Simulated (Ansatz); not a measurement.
# AlCl− (sextet): the correlation ladder, aug-cc-pVTZ

How much of the correlation energy of AlCl− (sextet) does each wave-function method recover here?

The runs use Ansatz 0.2.0, Gaussian basis; aug-cc-pVTZ, core rule «outside noble gas», up to 10 orbitals frozen.

To be run: UHF; CCSD(T) on ROHF; CCSD(T) on UHF; BCCD(T) on ROHF; CCSDT(Q) on ROHF; CCSDT(Q) on UHF; CASSCF and MRCISD+Q, 11 electrons in 8 orbitals; CASSCF and NEVPT2, 11 electrons in 8 orbitals.

11 further runs of the same task are left out: 8 for a known fault of the program, 3 set aside as unsound or not needed.

## (1) The system

The geometry is a PBE0/def2-TZVPD stationary point (not a proven minimum) of the parent state, kept for this charge and spin.

2 atoms, charge -1, spin multiplicity 6.

Atoms are counted from 1 here; the program's logs count them from 0.

Bond lengths: Al1–Cl2 2.216 Å.

In the tables R marks a restricted open-shell determinant and U an unrestricted one; 'valence' is the active space of 11 electrons in 8 orbitals; energies count from the table's Hartree-Fock row.

## (2) UHF

in.yaml reads:

```yaml
crystal:
  periodic: [false, false, false]
  atoms:
    - {symbol: Al, position_ang: [0.000000, 0.000000, 0.000000]}
    - {symbol: Cl, position_ang: [0.000000, 0.000000, 2.215900]}
basis:
  gaussian: {orbitals: aug-cc-pVTZ}
total_charge: -1
magnetization: {spin_polarized: true, initial_magnetization: 5}
hamiltonian: {xc: hf}
output: {orbitals: {seedname: orbitals}}
```

Run with:

```
$ ansatz run in.yaml --threads 1 --pin off --events-out ev --progress --plain --max-ram 2816MiB --backend cpu
```

Log:

```text
Functional definition: HF
  name "HF"
  cite "Fock, Z. Phys. 61, 126 (1930) doi:10.1007/BF01340294"
  parent pbe
  exchange = exact_x
  correlation = 0
843 factors; their error is unknown
mean field evaluation 1: about -19057.9315 eV, gradient 4.0e1 eV
mean field evaluation 2: about -19064.6973 eV, gradient 4.2e1 eV
mean field evaluation 4: about -19080.9907 eV, gradient 3.7e0 eV
mean field evaluation 8: about -19081.6062 eV, gradient 3.1e-1 eV
mean field evaluation 16: about -19081.8293 eV, gradient 2.1e-5 eV
mean field evaluation 32: about -19081.2093 eV, gradient 1.9e0 eV
mean field evaluation 64: about -19081.3257 eV, gradient 8.4e-1 eV
mean field evaluation 96: about -19081.1640 eV, gradient 6.2e-1 eV
mean field evaluation 128: about -19081.5516 eV, gradient 7.2e-1 eV
mean field evaluation 160: about -19077.8877 eV, gradient 6.4e0 eV
mean field evaluation 192: about -19078.0605 eV, gradient 7.3e0 eV
mean field evaluation 224: about -19066.6532 eV, gradient 1.3e1 eV
mean field evaluation 256: about -19081.6283 eV, gradient 4.0e-2 eV
mean field evaluation 288: about -19080.4744 eV, gradient 1.1e0 eV
mean field evaluation 320: about -19080.6861 eV, gradient 4.7e0 eV
mean field -19081.82933442 eV, -701.2442939114 hartree, gradient 2.1e-5 eV, S^2 8.760657; 9 other end points of the search recorded, 0 dependent functions left out
reference -19081.82933442 eV, -701.2442939114 hartree; 18, 13 occupied and 82, 87 virtual orbitals, 843 factors
Total energy: -19081.82933442 eV, -701.2442939114 hartree
```

Run time: 12 s. Hardware: 1 thread of AMD EPYC 7R13, shared host; peak memory 0.29 GiB.

From the report: ⟨S²⟩ of the determinant 8.761 (pure sextet: 8.75).

## (3) CCSD(T) on ROHF

in.yaml: that of step 2 with these lines changed.

```diff
@@ -8,4 +8,3 @@
 total_charge: -1
-magnetization: {spin_polarized: true, initial_magnetization: 5}
-hamiltonian: {xc: hf}
-output: {orbitals: {seedname: orbitals}}
+magnetization: {spin_polarized: false, initial_magnetization: 5}
+correlation: {method: ccsd_t, electrons: outside_noble_gas}
```

Run with:

```
$ ansatz run in.yaml --threads 2 --pin off --events-out ev --progress --plain --max-ram 16896MiB --backend cuda --devices 0, --max-vram 18GiB
```

Log, shortened:

```text
Functional definition: HF
  name "HF"
  cite "Fock, Z. Phys. 61, 126 (1930) doi:10.1007/BF01340294"
  parent pbe
[...]
591 factors; integrals over basis functions are off by at most 1.3e-3 eV
[...]
a density is far from that of the atoms, so the factors are made again for it
618 factors; integrals over basis functions are off by at most 1.3e-3 eV
[...]
mean field -19081.66479371 eV, -701.2382471518 hartree, gradient 2.9e-6 eV, S^2 8.750000; 31 other end points of the search recorded, 0 dependent functions left out
[...]
determinant -19081.66479371 eV, -701.2382471518 hartree, with singles and doubles -19087.90843518 eV, -701.4676967437 hartree
determinant -19081.08809626 eV, -701.2170539116 hartree, with singles and doubles -19087.12066904 eV, -701.4387468720 hartree
[...]
determinant -19079.18554344 eV, -701.1471363850 hartree, with singles and doubles -19085.37121636 eV, -701.3744556719 hartree
determinant -19079.04321528 eV, -701.1419059216 hartree, with singles and doubles -19085.33994749 eV, -701.3733065622 hartree
determinant -19078.74845185 eV, -701.1310735654 hartree, with singles and doubles -19085.10420516 eV, -701.3646431913 hartree
10 core orbitals not correlated: weight in the atoms' cores, before any rotation towards them, 1.000 or more for the frozen orbitals, at most 0.000 for the correlated occupied ones
reference -19081.66479371 eV, -701.2382471518 hartree; 8, 3 occupied and 82, 87 virtual orbitals, 618 factors
second order -5.32933461 eV of doubles, -0.10359503 eV of singles
cycle   1  -6.21454892 eV  change   -2.4e-1 eV  update   1.8e-2
[...]
cycle  11  -6.22892824 eV  change    1.6e-6 eV  update   8.8e-6
perturbative correction -0.25226896 eV, -0.0092707132 hartree
Total energy: -19088.14599091 eV, -701.4764267558 hartree
```

It took 18 s on 1 × H100 (card shared with other runs) with 2 threads of AMD EPYC 7R13, shared host; peak host memory 0.85 GiB.

From the report: correlation -6.4812 eV; T1 0.043; largest double amplitude 0.03.

## (4) CCSD(T) on UHF

in.yaml: that of step 3 with these lines changed.

```diff
@@ -8,3 +8,3 @@
 total_charge: -1
-magnetization: {spin_polarized: false, initial_magnetization: 5}
+magnetization: {spin_polarized: true, initial_magnetization: 5}
 correlation: {method: ccsd_t, electrons: outside_noble_gas}
```

The command is unchanged.

Log, shortened:

```text
Functional definition: HF
  name "HF"
  cite "Fock, Z. Phys. 61, 126 (1930) doi:10.1007/BF01340294"
  parent pbe
[...]
591 factors; integrals over basis functions are off by at most 1.3e-3 eV
[...]
a density is far from that of the atoms, so the factors are made again for it
618 factors; integrals over basis functions are off by at most 1.3e-3 eV
[...]
mean field -19081.83009394 eV, -701.2443218234 hartree, gradient 2.3e-6 eV, S^2 8.760657; 33 other end points of the search recorded, 0 dependent functions left out
determinant -19081.83009394 eV, -701.2443218234 hartree, with singles and doubles -19087.91130816 eV, -701.4678023239 hartree
determinant -19081.25426269 eV, -701.2231604153 hartree, with singles and doubles -19087.12472194 eV, -701.4388958135 hartree
determinant -19081.21346897 eV, -701.2216612736 hartree, with singles and doubles -19087.08256062 eV, -701.4373464136 hartree
[...]
determinant -19079.22232286 eV, -701.1484880038 hartree, with singles and doubles -19085.34068825 eV, -701.3733337845 hartree
determinant -19079.11569446 eV, -701.1445694824 hartree, with singles and doubles -19085.16595875 eV, -701.3669125939 hartree
determinant -19079.07050947 eV, -701.1429089647 hartree, with singles and doubles -19085.21701160 eV, -701.3687887514 hartree
10 core orbitals not correlated: weight in the atoms' cores, before any rotation towards them, 1.000 or more for the frozen orbitals, at most 0.000 for the correlated occupied ones
reference -19081.83009394 eV, -701.2443218234 hartree; 8, 3 occupied and 82, 87 virtual orbitals, 618 factors
second order -5.23722491 eV of doubles, -0.00000000 eV of singles
cycle   1  -6.05548683 eV  change   -2.5e-1 eV  update   1.8e-2
[...]
cycle  11  -6.07084827 eV  change    2.5e-6 eV  update   8.6e-6
perturbative correction -0.24705356 eV, -0.0090790508 hartree
Total energy: -19088.14799577 eV, -701.4765004333 hartree
```

Wall time 63 s (1 × H100 (card shared with other runs) with 2 threads of AMD EPYC 7R13, shared host); peak host memory 0.84 GiB.

From the report: ⟨S²⟩ of the determinant 8.761 (pure sextet: 8.75); correlation -6.3179 eV; T1 0.041; largest double amplitude 0.03.

## (5) BCCD(T) on ROHF

in.yaml: that of step 4 with these lines changed.

```diff
@@ -8,3 +8,3 @@
 total_charge: -1
-magnetization: {spin_polarized: true, initial_magnetization: 5}
-correlation: {method: ccsd_t, electrons: outside_noble_gas}
+magnetization: {spin_polarized: false, initial_magnetization: 5}
+correlation: {method: bccd_t, electrons: outside_noble_gas}
```

Launched as before.

Log, shortened:

```text
Functional definition: HF
  name "HF"
  cite "Fock, Z. Phys. 61, 126 (1930) doi:10.1007/BF01340294"
  parent pbe
[...]
591 factors; integrals over basis functions are off by at most 1.3e-3 eV
[...]
a density is far from that of the atoms, so the factors are made again for it
618 factors; integrals over basis functions are off by at most 1.3e-3 eV
[...]
mean field -19081.66479371 eV, -701.2382471518 hartree, gradient 2.9e-6 eV, S^2 8.750000; 31 other end points of the search recorded, 0 dependent functions left out
[...]
determinant -19081.66479371 eV, -701.2382471518 hartree, with singles and doubles -19087.90843518 eV, -701.4676967437 hartree
determinant -19081.08809626 eV, -701.2170539116 hartree, with singles and doubles -19087.12066904 eV, -701.4387468720 hartree
[...]
determinant -19079.18554344 eV, -701.1471363850 hartree, with singles and doubles -19085.37121636 eV, -701.3744556719 hartree
determinant -19079.04321528 eV, -701.1419059216 hartree, with singles and doubles -19085.33994749 eV, -701.3733065622 hartree
determinant -19078.74845185 eV, -701.1310735654 hartree, with singles and doubles -19085.10420516 eV, -701.3646431913 hartree
10 core orbitals not correlated: weight in the atoms' cores, before any rotation towards them, 1.000 or more for the frozen orbitals, at most 0.000 for the correlated occupied ones
reference -19081.66479371 eV, -701.2382471518 hartree; 8, 3 occupied and 82, 87 virtual orbitals, 618 factors
second order -5.32933461 eV of doubles, -0.10359503 eV of singles
cycle   1  -6.22170128 eV  change   -2.5e-1 eV  update   2.1e-2
[...]
cycle  12  -6.22507474 eV  change    1.1e-6 eV  update   4.9e-6
perturbative correction -0.25777521 eV, -0.0094730643 hartree
Total energy: -19088.14764366 eV, -701.4764874933 hartree
```

It took 27 s on 1 × H100 (card shared with other runs) with 2 threads of AMD EPYC 7R13, shared host; peak host memory 0.86 GiB.

From the report: correlation -6.4828 eV; largest double amplitude 0.04.

## (6) CCSDT(Q) on ROHF

in.yaml: that of step 5 with these lines changed.

```diff
@@ -9,2 +9,2 @@
 magnetization: {spin_polarized: false, initial_magnetization: 5}
-correlation: {method: bccd_t, electrons: outside_noble_gas}
+correlation: {method: ccsdt_q, electrons: outside_noble_gas}
```

The command is unchanged.

Log, shortened:

```text
Functional definition: HF
  name "HF"
  cite "Fock, Z. Phys. 61, 126 (1930) doi:10.1007/BF01340294"
  parent pbe
[...]
1073 factors; integrals over basis functions are off by at most 1.1e-7 eV
[...]
a density is far from that of the atoms, so the factors are made again for it
1114 factors; integrals over basis functions are off by at most 1.3e-7 eV
[...]
mean field -19081.66479947 eV, -701.2382473635 hartree, gradient 8.9e-6 eV, S^2 8.750000; 31 other end points of the search recorded, 0 dependent functions left out
[...]
determinant -19081.66479947 eV, -701.2382473635 hartree, with singles and doubles -19087.90844712 eV, -701.4676971826 hartree
determinant -19081.08810217 eV, -701.2170541286 hartree, with singles and doubles -19087.12068231 eV, -701.4387473600 hartree
[...]
determinant -19079.18554976 eV, -701.1471366173 hartree, with singles and doubles -19085.37289090 eV, -701.3745172101 hartree
determinant -19079.04322113 eV, -701.1419061367 hartree, with singles and doubles -19085.33996056 eV, -701.3733070427 hartree
determinant -19078.74846023 eV, -701.1310738732 hartree, with singles and doubles -19085.10421868 eV, -701.3646436883 hartree
10 core orbitals not correlated: weight in the atoms' cores, before any rotation towards them, 1.000 or more for the frozen orbitals, at most 0.000 for the correlated occupied ones
reference -19081.66479947 eV, -701.2382473635 hartree; 8, 3 occupied and 82, 87 virtual orbitals, 1114 factors
second order -5.32934257 eV of doubles, -0.10359506 eV of singles
cycle   1  -5.97949924 eV  change   -5.4e-1 eV  update   8.8e-2
[...]
cycle  23  -6.51394718 eV  change   -7.1e-7 eV  update   5.3e-7
perturbative correction -0.01096694 eV, -0.0004030276 hartree
Total energy: -19088.18971359 eV, -701.4780335349 hartree
```

It took 44 s on 1 × H100 (card shared with other runs) with 2 threads of AMD EPYC 7R13, shared host; peak host memory 1.2 GiB.

From the report: correlation -6.5249 eV; T1 0.045; largest double amplitude 0.04.

## (7) CCSDT(Q) on UHF

in.yaml: that of step 6 with these lines changed.

```diff
@@ -8,3 +8,3 @@
 total_charge: -1
-magnetization: {spin_polarized: false, initial_magnetization: 5}
+magnetization: {spin_polarized: true, initial_magnetization: 5}
 correlation: {method: ccsdt_q, electrons: outside_noble_gas}
```

Launched as before.

Log, shortened:

```text
Functional definition: HF
  name "HF"
  cite "Fock, Z. Phys. 61, 126 (1930) doi:10.1007/BF01340294"
  parent pbe
[...]
1073 factors; integrals over basis functions are off by at most 1.1e-7 eV
[...]
a density is far from that of the atoms, so the factors are made again for it
1114 factors; integrals over basis functions are off by at most 1.3e-7 eV
[...]
mean field -19081.83009984 eV, -701.2443220403 hartree, gradient 4.2e-6 eV, S^2 8.760657; 31 other end points of the search recorded, 0 dependent functions left out
determinant -19081.83009984 eV, -701.2443220403 hartree, with singles and doubles -19087.91131967 eV, -701.4678027470 hartree
determinant -19081.25426872 eV, -701.2231606367 hartree, with singles and doubles -19087.12473528 eV, -701.4388963039 hartree
determinant -19081.21347500 eV, -701.2216614954 hartree, with singles and doubles -19087.08257404 eV, -701.4373469068 hartree
[...]
determinant -19079.22232885 eV, -701.1484882238 hartree, with singles and doubles -19085.34070031 eV, -701.3733342280 hartree
determinant -19079.11570089 eV, -701.1445697186 hartree, with singles and doubles -19085.16605228 eV, -701.3669160309 hartree
determinant -19079.07051538 eV, -701.1429091819 hartree, with singles and doubles -19085.21702671 eV, -701.3687893068 hartree
10 core orbitals not correlated: weight in the atoms' cores, before any rotation towards them, 1.000 or more for the frozen orbitals, at most 0.000 for the correlated occupied ones
reference -19081.83009984 eV, -701.2443220403 hartree; 8, 3 occupied and 82, 87 virtual orbitals, 1114 factors
second order -5.23723229 eV of doubles, -0.00000000 eV of singles
cycle   1  -5.80585570 eV  change   -5.7e-1 eV  update   8.9e-2
[...]
cycle  22  -6.35179212 eV  change   -9.8e-7 eV  update   1.1e-6
perturbative correction -0.01120608 eV, -0.0004118158 hartree
Total energy: -19088.19309804 eV, -701.4781579112 hartree
```

Run time: 52 s. Hardware: 1 × H100 (card shared with other runs) with 2 threads of AMD EPYC 7R13, shared host; peak host memory 1.1 GiB.

From the report: ⟨S²⟩ of the determinant 8.761 (pure sextet: 8.75); correlation -6.3630 eV; T1 0.043; largest double amplitude 0.04.

## (8) CASSCF and MRCISD+Q, 11 electrons in 8 orbitals

in.yaml reads:

```yaml
crystal:
  periodic: [false, false, false]
  atoms:
    - {symbol: Al, position_ang: [0.000000, 0.000000, 0.000000]}
    - {symbol: Cl, position_ang: [0.000000, 0.000000, 2.215900]}
basis:
  gaussian: {orbitals: aug-cc-pVTZ}
total_charge: -1
magnetization: {spin_polarized: false, initial_magnetization: 5}
correlation: {method: fic_mrcisd_q, electrons: outside_noble_gas, active_space: {window: {electrons: 11, orbitals: 8}, shells: [{species: Al, l: s, shell: 3}, {species: Al, l: p, shell: 3}, {species: Cl, l: s, shell: 3}, {species: Cl, l: p, shell: 3}]}}
```

The command is unchanged.

Log, shortened:

```text
Functional definition: HF
  name "HF"
  cite "Fock, Z. Phys. 61, 126 (1930) doi:10.1007/BF01340294"
  parent pbe
[...]
1073 factors; integrals over basis functions are off by at most 1.1e-7 eV
[...]
a density is far from that of the atoms, so the factors are made again for it
1114 factors; integrals over basis functions are off by at most 1.3e-7 eV
[...]
mean field -19081.66479947 eV, -701.2382473635 hartree, gradient 8.9e-6 eV, S^2 8.750000; 19 other end points of the search recorded, 0 dependent functions left out
reference -19081.66479947 eV, -701.2382473635 hartree; 18, 13 occupied and 82, 87 virtual orbitals, 1114 factors
state -19081.66859560 eV, -701.2383868688 hartree
contracted CI cycle   1: correlation 0.00000000 eV, 0.0000000000 hartree, residual 2.16e1 eV
contracted CI cycle   2: correlation -5.57703013 eV, -0.2049520770 hartree, residual 3.29e0 eV
contracted CI cycle   3: correlation -5.75111129 eV, -0.2113494417 hartree, residual 7.68e-1 eV
contracted CI cycle   4: correlation -5.76113397 eV, -0.2117177685 hartree, residual 1.89e-1 eV
contracted CI cycle   5: correlation -5.76170744 eV, -0.2117388432 hartree, residual 5.07e-2 eV
contracted CI cycle   6: correlation -5.76174870 eV, -0.2117403592 hartree, residual 1.36e-2 eV
contracted CI cycle   7: correlation -5.76175222 eV, -0.2117404887 hartree, residual 4.06e-3 eV
contracted CI cycle   8: correlation -5.76175252 eV, -0.2117404998 hartree, residual 1.14e-3 eV
contracted CI cycle   9: correlation -5.76175255 eV, -0.2117405006 hartree, residual 3.04e-4 eV
state -19081.66859560 eV, -701.2383868688 hartree; corrected -19087.99500905 eV, -701.4708782750 hartree
Total energy: -19087.99500905 eV, -701.4708782750 hartree
Checks for a lower state left out: starts, orbital_swaps
```

It took 7 s on 1 × H100 (card shared with other runs) with 2 threads of AMD EPYC 7R13, shared host; peak host memory 0.88 GiB.

From the report: 14 determinants; active occupations 2.00, 2.00, 2.00, 1.00, 1.00, 1.00, 1.00, 1.00.

## (9) CASSCF and NEVPT2, 11 electrons in 8 orbitals

in.yaml reads:

```yaml
crystal:
  periodic: [false, false, false]
  atoms:
    - {symbol: Al, position_ang: [0.000000, 0.000000, 0.000000]}
    - {symbol: Cl, position_ang: [0.000000, 0.000000, 2.215900]}
basis:
  gaussian: {orbitals: aug-cc-pVTZ}
total_charge: -1
magnetization: {spin_polarized: false, initial_magnetization: 5}
correlation: {method: sc_nevpt2, electrons: outside_noble_gas, active_space: {window: {electrons: 11, orbitals: 8}, shells: [{species: Al, l: s, shell: 3}, {species: Al, l: p, shell: 3}, {species: Cl, l: s, shell: 3}, {species: Cl, l: p, shell: 3}]}}
```

Same command.

Log, shortened:

```text
Functional definition: HF
  name "HF"
  cite "Fock, Z. Phys. 61, 126 (1930) doi:10.1007/BF01340294"
  parent pbe
[...]
1073 factors; integrals over basis functions are off by at most 1.1e-7 eV
[...]
a density is far from that of the atoms, so the factors are made again for it
1114 factors; integrals over basis functions are off by at most 1.3e-7 eV
[...]
mean field -19081.66479947 eV, -701.2382473635 hartree, gradient 8.9e-6 eV, S^2 8.750000; 19 other end points of the search recorded, 0 dependent functions left out
reference -19081.66479947 eV, -701.2382473635 hartree; 18, 13 occupied and 82, 87 virtual orbitals, 1114 factors
state -19081.66859560 eV, -701.2383868688 hartree
state -19081.66859560 eV, -701.2383868688 hartree; corrected -19086.37271284 eV, -701.4112599888 hartree
Total energy: -19086.37271284 eV, -701.4112599888 hartree
Checks for a lower state left out: starts, orbital_swaps
```

It took 8 s on 1 × H100 (card shared with other runs) with 2 threads of AMD EPYC 7R13, shared host; peak host memory 0.83 GiB.

From the report: 14 determinants; active occupations 2.00, 2.00, 2.00, 1.00, 1.00, 1.00, 1.00, 1.00.

## (10) How many determinants matter

Natural occupations of the CASSCF valence state about the gap (report; correlated orbitals 4 to 8): 1.000, 1.000, 1.000, 1.000, 1.000. The count of effectively unpaired electrons, Σ n²(2 − n)², is 5.00; a single determinant of this spin has 5.

## (11) The ladder

The yardstick is UCCSDT(Q), where the cluster series has nearly closed. Rows without a time come out of other runs: HF, MP2 and CCSD of CCSD(T), CCSDT of CCSDT(Q), CASSCF and MRCISD of the multireference runs.

Differences are taken before rounding.

```csv
method,energy from the lowest RHF (kJ/mol),from UCCSDT(Q) (kJ/mol),time
RHF,0.0,+629.9,
UHF,-15.9,+613.9,
RMP2,-524.2,+105.7,
UMP2,-521.3,+108.6,
RCCSD,-601.0,+28.9,
UCCSD,-601.7,+28.2,
RCCSD(T),-625.3,+4.5,18 s
UCCSD(T),-625.5,+4.4,63 s
BCCD(T),-625.5,+4.4,27 s
RCCSDT,-628.5,+1.4,
UCCSDT,-628.8,+1.1,
RCCSDT(Q),-629.6,+0.3,44 s
UCCSDT(Q),-629.9,0,52 s
CASSCF valence,-0.4,+629.5,
NEVPT2 valence,-454.2,+175.6,8 s
MRCISD valence,-556.3,+73.6,
MRCISD+Q valence,-610.8,+19.1,7 s
```

Among the levels timed on like hardware and quicker than the yardstick, those that no quicker one beats, quickest first: MRCISD+Q valence (7 s, +19.1 kJ/mol); RCCSD(T) (18 s, +4.5 kJ/mol); BCCD(T) (27 s, +4.4 kJ/mol); RCCSDT(Q) (44 s, +0.3 kJ/mol).

## (12) What came out

| quantity | value |
| --- | --- |
| UCCSDT(Q) below the RHF energy | -6.5283 eV |
| RMP2 from UCCSDT(Q) | +105.7 kJ/mol |
| UMP2 from UCCSDT(Q) | +108.6 kJ/mol |
| RCCSD from UCCSDT(Q) | +28.9 kJ/mol |
| RCCSD(T) from UCCSDT(Q) | +4.5 kJ/mol |
| UCCSD(T) from UCCSDT(Q) | +4.4 kJ/mol |
| RCCSDT(Q) from UCCSDT(Q) | +0.3 kJ/mol |
| NEVPT2 valence from UCCSDT(Q) | +175.6 kJ/mol |
| MRCISD+Q valence from UCCSDT(Q) | +19.1 kJ/mol |
| levels within 1 kcal/mol (43 meV) | RCCSDT, UCCSDT, RCCSDT(Q) |
| T1 diagnostic | 0.043 |
| effectively unpaired electrons | 5.00 |

What this shows: RCCSD(T) misses by +4.5 kJ/mol, 0.7 % of the correlation energy. The occupations are near whole numbers, but T1 = 0.043 shows that the orbitals relax strongly. Of the multireference levels listed MRCISD+Q valence comes nearest in total energy (+19.1 kJ/mol), which doesn't show that its space is the better one. These misses are within one basis, not against nature; the frozen cores of restricted and unrestricted runs differ, which can shift their rows. The highest orbital lies above zero: the basis alone holds the extra electron.

For cost: RCCSDT(Q) gets within 0.3 kJ/mol in 44 s, where UCCSDT(Q) took 52 s; the quickest level in the cost chart, MRCISD+Q valence, takes 7 s and misses by 19.1 kJ/mol.
